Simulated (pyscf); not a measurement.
## Hydrogen abstraction: SiH₄ (SMILES [SiH4]) + O (SMILES [O]) [triplet] → SiH₃• (SMILES [SiH3]) + OH• (SMILES [OH])

Gas phase, triplet surface, charge 0. Bonds broken: Si1–H3. Bonds formed: H3–O6. Structures and frequencies: ωB97X-D3(BJ)/def2-SVP in PySCF. MP2 and CC: frozen core, UHF for open shells. ΔMP2 is the change of the MP2 total energy from the triple- to the quadruple-zeta basis.

Transition state (Å):

```xyz
6

Si     0.0818     0.2460    -0.4688
H      0.7715     1.0055    -1.5510
H      0.8374     0.4611     0.9341
H     -1.3125     0.7306    -0.2863
H      0.1023    -1.2145    -0.7497
O      0.6625     0.0288     2.2183
```

One imaginary mode, 1072i cm⁻¹; descent along it reached the two sides named.

| bond | change | reactant side (Å) | saddle | product side |
|---|---|---|---|---|
| Si1–H3 | breaks | 1.490 | 1.608 | 3.1 |
| H3–O6 | forms | 3.0 | 1.366 | 0.980 |

Electronic energies relative to the separated reactants (kJ/mol):

```
level                             barrier  reaction energy  reverse barrier
--------------------------------  -------  ---------------  ---------------
ωB97X-D3(BJ)/def2-TZVP               10.8            -34.9             45.7
PBE/def2-TZVP                       -34.9            -71.8             36.9
r²SCAN/def2-TZVP                    -16.8            -62.7             46.0
B3LYP-D3(BJ)/def2-TZVP               -3.9            -46.4             42.5
PBE0-D3(BJ)/def2-TZVP                -2.1            -51.1             48.9
M06-2X/def2-TZVP                     13.8            -48.3             62.1
ωB97M-D3(BJ)/def2-TZVP               16.1            -36.0             52.1
HF/def2-TZVP                        111.0            +38.6             72.4
MP2/def2-QZVPP                       41.3            -50.6             91.9
CCSD/def2-TZVPP                      41.7            -29.0             70.6
CCSD(T)/def2-TZVPP                   33.2            -34.0             67.2
CCSD(T)/def2-TZVPP + ΔMP2(QZVPP)     29.4            -39.5             68.9
```

With CCSD(T)/def2-TZVPP + ΔMP2(QZVPP) energies and thermal terms (ideal gas, 1 atm, RRHO with modes under 100 cm⁻¹ raised to 100, one conformer, R ln 2 for rigid chiral ones), in kJ/mol:

| T (K) | ΔH‡ | ΔG‡ | ΔH | ΔG |
|---|---|---|---|---|
| 298 | 19.8 | 41.6 | -41.2 | -52.5 |
| 600 | 20.0 | 63.7 | -40.8 | -64.4 |
| 900 | 20.1 | 85.5 | -42.3 | -75.9 |
| 1200 | 19.9 | 107.3 | -44.8 | -86.7 |

At PBE, r²SCAN, B3LYP-D3(BJ), PBE0-D3(BJ) this geometry lies under the reactants; that is no barrier but a single point on another level's saddle; such a level's own saddle, if it has one, lies nearer that side and is low. SiH₃• + OH• also meet on a surface of lower spin, which isn't treated here. This is the saddle that the search found; another between the same sides may lie lower. The angle at the transferred H is 136°. The CCSD(T) − MP2 part came from Ansatz, without density fitting, on the same reference. Left out: orbital degeneracy and the spin-orbit lowering of OH, O.
